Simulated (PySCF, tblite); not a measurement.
**sulfur difluoride and phosphine**

A gas-phase complex of sulfur difluoride and phosphine; neutral, singlet. The structure comes from a short search (6 tight-binding starts) and was relaxed by PBE0-D3(BJ)/def2-TZVPD; another way of binding may lie lower. No frequency run checks that it is a minimum.

Parts: 1 = sulfur difluoride (FSF), atoms 1–3; 2 = phosphine (P), atoms 4–7.

| atom | part | x (Å) | y (Å) | z (Å) |
| --- | --- | --- | --- | --- |
| F1 | 1 | 0.647 | 0.012 | 1.360 |
| S2 | 1 | 0.840 | -0.524 | -0.137 |
| F3 | 1 | -0.567 | 0.055 | -0.676 |
| P4 | 2 | 3.363 | -1.549 | 0.927 |
| H5 | 2 | 3.425 | -2.540 | 1.937 |
| H6 | 2 | 4.221 | -2.225 | 0.025 |
| H7 | 2 | 4.374 | -0.729 | 1.483 |

```tsv
contact	kind (by geometry)	distance (Å)	angle (°)
F3–S2···P4	chalcogen bond	2.924	178
```

Interaction energies are complex less parts, with the parts frozen as they stand in it; counterpoise-corrected, in kcal/mol (PySCF). The CCSD(T) estimate is Hartree-Fock/aug-cc-pVQZ, plus the MP2 correlation part extrapolated as X⁻³ from aug-cc-pVTZ and aug-cc-pVQZ, plus CCSD(T) less MP2 in aug-cc-pVDZ; noble-gas cores are frozen. It isn't the exact limit.

(1) Give the interaction energy at each level run.

(2) What holds them together? Decompose the wB97M-D3(BJ)/def2-TZVPD energy: frozen parts, their antisymmetrised product, then relaxation.

The parts were also relaxed and run alone, at the levels used for the complex: shieldings by PBE0/pcSseg-2; core levels by delta-SCF with SCAN, pcX-2 on the ionised atom and pcseg-1 elsewhere, spin-free X2C (2p3/2 is the spin-free 2p value less a third of a first-order spin-orbit splitting).

Values alone: F3–S2 bond (Å): 1.591; shielding of S2 (ppm): -886.9; shielding of P4 (ppm): 580.8; shielding of F3 (ppm): 355.8; F1 1s core level (eV): 693.98; S2 2p3/2 core level (eV): 174.03; P4 2p3/2 core level (eV): 137.07.

(3) How do these values change when the complex forms?

Results:

(1) 
```tsv
level	interaction	superposition error removed
Hartree-Fock/aug-cc-pVQZ	2.59	-
wB97M-D3(BJ)/def2-TZVPD	-2.27	-0.16
PBE0-D3(BJ)/def2-TZVPD	-4.84	-0.13
MP2/aug-cc-pVQZ	-3.10	-0.39
CCSD(T), estimated basis limit	-2.46	-
```

(2) electrostatic -15.4, Pauli repulsion +24.4, orbital relaxation -10.2, dispersion correction -1.3 kcal/mol, which sum to the value before the counterpoise correction; the Pauli term holds the exchange-correlation of the frozen density too. Of the attraction, 57 % is electrostatic, 38 % is orbital relaxation, 5 % is dispersion correction.

(3) 
```
                property   alone  in the complex  change
          F3–S2 bond (Å)   1.591           1.615  +0.024
   shielding of S2 (ppm)  -886.9          -686.7  +200.2
   shielding of P4 (ppm)   580.8           544.4   -36.4
   shielding of F3 (ppm)   355.8           287.2   -68.7
   F1 1s core level (eV)  693.98          692.94   -1.04
S2 2p3/2 core level (eV)  174.03          172.49   -1.54
P4 2p3/2 core level (eV)  137.07          137.44   +0.37
```

The 5 runs behind this took 8.7 min in all, one thread each of Arm Neoverse V1 on a shared host, launched as `OMP_NUM_THREADS=1 python cluster_run.py task.json out`.
